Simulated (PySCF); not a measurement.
C5H8Cl (doublet state).
Structure used (GFN2-xTB), in Å, numbered top down from 1:
```
atom  x, y, z in Å
C1    -0.6736    1.4083   -0.1101
C2    -0.4267   -0.0804    0.0350
C3    -1.6789   -0.9034    0.2042
C4     0.7569   -0.5990    0.0161
C5     2.1389   -0.6900   -0.0652
Cl6    2.9579    1.0787   -0.3068
H7    -1.1900    1.7774    0.7743
H8    -1.3021    1.5875   -0.9807
H9     0.2628    1.9439   -0.2279
H10   -2.2174   -0.5771    1.0925
H11   -2.3305   -0.7640   -0.6570
H12   -1.4419   -1.9589    0.3017
H13    2.6313   -1.0167    0.8471
H14    2.5126   -1.2068   -0.9455
```

The hyperfine couplings belong to this conformer and change with its torsions.

Identity: `CC(C)=[C]CCl` [radical].

Level of theory: PySCF, UKS B3LYP, pcH-1 on C Cl H, non-relativistic, mean-field spin-orbit, GIAO. Isolated species at its GFN2-xTB geometry (one conformer only). The geometry wasn't refined by DFT: couplings that depend on bond lengths, twists or pyramidal angles can differ widely from those at the functional's own minimum. Stability of the SCF solution: not tested.

What is the g tensor, term by term?

```
                    Δg (ppm)     1     2     3
relativistic mass correction  -204  -204  -204
            gauge correction     0    30    28
   orbital Zeeman/spin–orbit  -118  4376  4970
                       total  -322  4203  4794
```

So g = 2.00200, 2.00652, 2.00711 and g_iso = 2.00521; the tensor is close to axial: the two nearest values differ by 12 % of g3 − g1. Axes: g1 points within 15° of the C5–Cl6 bond.

What effective moment and Curie constant follow for a powder?

With the mean of g² = 4.0209 and S(S+1) = 0.75: μ_eff = √(⟨g²⟩S(S+1)) = 1.737 μB and χT = 0.12505·⟨g²⟩·S(S+1) = 0.377 cm³ K/mol (cgs; spin-Hamiltonian part alone).

At 9.544 GHz, how far is the centre of the isotropic spectrum from where a free electron (g = 2.002319) resonates?

B = hν/(g μB) with μB/h = 13.99624 MHz/mT gives 340.55 mT for the free electron and 340.06 mT at g_iso, 0.49 mT lower.

How much does each term add to the isotropic shift?

The orbital-Zeeman/spin–orbit term 3076, the mass correction -204 and the gauge correction 19 ppm, for a total of 2892 ppm. The orbital-Zeeman/spin–orbit term is the largest in size. The mass correction is the same along every axis, so the anisotropy comes from the other two: their spans along these axes are 30 (gauge) and 5088 ppm (orbital Zeeman/spin–orbit).

In a frozen sample, at which fields do the three g values resonate at 9.5, 34, 94 and 263 GHz (hyperfine left aside), and which band first spreads them over more than twice a line width of 0.5 mT?

```
band    GHz  B(g3) mT  B(g2) mT  B(g1) mT  spread mT
   X    9.5    338.17    338.27    339.04       0.86
   Q   34.0   1210.31   1210.66   1213.40       3.09
   W   94.0   3346.14   3347.13   3354.69       8.55
   J  263.0   9362.08   9364.84   9386.00      23.92
```

The spread grows in proportion to the frequency. Q band is the first where it exceeds 1.0 mT.

The Mulliken spin populations are largest on C4 (+0.85), Cl6 (+0.24), C2 (-0.14) and C1 (+0.06). The positive populations add up to 1.21 and the negative ones to -0.21, together 2S = 1.

The HOMO–LUMO gaps are 6.24 eV among the α and 4.10 eV among the β orbitals.

On one thread of an Arm Neoverse V1, no GPU, on a shared host, this took 55 s (grids of density and orbitals included) and 0.84 GiB of memory at its peak.
